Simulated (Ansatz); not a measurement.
Two shapes of doublet CH₃.

Shape 1:

```xyz
4

C     0.0000    0.0000    0.0000
H     1.0903    0.0000    0.0000
H    -0.5452    0.9443    0.0000
H    -0.5452   -0.9443    0.0000
```

Shape 2:

```xyz
4

C     0.0000    0.0000    0.0000
H     1.0031    0.0000    0.0000
H    -0.5016    0.8687    0.0000
H    -0.5016   -0.8687    0.0000
```

Basis set: cc-pVTZ (spherical functions). Frozen core: 1 orbital. Charge 0, multiplicity 2.

Computed with Ansatz (development build ahead of 0.2.0); each method stands on the lowest determinant of its kind that the runs found.

Task: Which shape is lower in energy, and by how much in each method?

Result:

```csv
method,E(2) − E(1) (eV)
UHF,0.283
UHF-MP2,0.313
```

Shape 1 is lower.
